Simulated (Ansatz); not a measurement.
The same path of CHO$_{3}$ (5 atoms, charge -1, multiplicity 1) was run twice with different band settings. Lost on the way: O4–H5. Made: O1–H5.

The calculation used Ansatz 0.2.0, RKS PBE/def2-SVP.

Relaxed end points:

```xyz
5
Properties=species:S:1:pos:R:3
O 0.155 -1.120 -0.684
C 0.202 -0.307 0.277
O 0.634 -0.395 1.441
O -0.367 1.000 -0.054
H -0.624 0.822 -0.980
```

```xyz
5
Properties=species:S:1:pos:R:3
O -0.288 -0.174 -1.012
C 0.006 0.316 0.335
O 0.558 -0.553 1.062
O -0.336 1.494 0.536
H 0.060 -1.082 -0.922
```

Common settings: spring 5.0 eV/Å²; optimiser quadratic models (default); start path through a guess of the saddle point; force threshold 0.05 eV/Å; iteration limit 60; end points relaxed.

| run | movable images | climbing image |
| --- | --- | --- |
| 1 | 7 | yes |
| 2 | 1 | no |

(1) What does each run give, and how far can it be trusted?

Answers

(1) Run 1: converged after 22 iterations, highest image 0.769 eV above the first end. The profile has 2 maxima (images 2, 6) with wells between them (image 4): this band takes more than one step, which may be the mechanism or a detour left from its start path. A vibrational analysis at the climbing image gives one clearly imaginary mode, 1496i cm⁻¹: a first-order saddle point.
Run 2: converged after 15 iterations, highest image 0.068 eV above the first end. No image climbed, so the highest image needn't sit at the top of the path. A band with more images between the same ends climbed to 0.77 eV, so this one has probably stepped over the top. So few images can step over the top or miss a turn of the path.
The orbitals stay closed-shell, which can raise the energy where a bond breaks towards radicals; this wasn't checked here. Limits of this set-up: an anion without diffuse functions, the dipole of an ion depends on the origin.
